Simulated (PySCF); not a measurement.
H3SiOCH3, optimised at HF/6-31G*:

```xyz
9

C      1.3554    -0.1553     0.0541
O      0.1549    -0.3033    -0.6515
Si    -1.3270     0.1007    -0.0730
H      2.1631    -0.5026    -0.5752
H      1.5373     0.8847     0.3093
H      1.3508    -0.7425     0.9679
H     -1.6410    -0.6635     1.1530
H     -2.3086    -0.2108    -1.1206
H     -1.3886     1.5394     0.2614
```

Energies from PySCF (xtb for GFN2), thermal terms from the rigid-rotor harmonic-oscillator model, ideal gas at 1 bar. 6-31G* has spherical d functions here. All species are closed-shell singlets. B3LYP is the form with VWN-RPA correlation.

Task: List the harmonic frequencies (cm⁻¹, unscaled) at this level and at the other levels, each on its own geometry.

Result: 
- HF/6-31G*: 118, 129, 237, 782, 789, 830, 1040, 1060, 1089, 1245, 1301, 1331, 1644, 1656, 1660, 2356, 2372, 2420, 3192, 3246, 3300
- B3LYP/6-31G*: 115, 143, 223, 720, 734, 772, 945, 968, 1007, 1139, 1192, 1223, 1517, 1529, 1533, 2222, 2226, 2287, 3013, 3066, 3123
- GFN2-xTB: 102, 163, 230, 600, 628, 745, 764, 806, 842, 1134, 1141, 1167, 1421, 1486, 1490, 2206, 2241, 2360, 2941, 2955, 2987
- PBE/def2-SVP: 111, 141, 212, 684, 708, 744, 896, 916, 952, 1122, 1135, 1172, 1421, 1422, 1427, 2136, 2138, 2206, 2909, 2975, 3037
- PBE0/def2-TZVP: 97, 129, 214, 714, 723, 786, 940, 955, 978, 1155, 1182, 1216, 1482, 1495, 1498, 2201, 2206, 2259, 3011, 3071, 3122
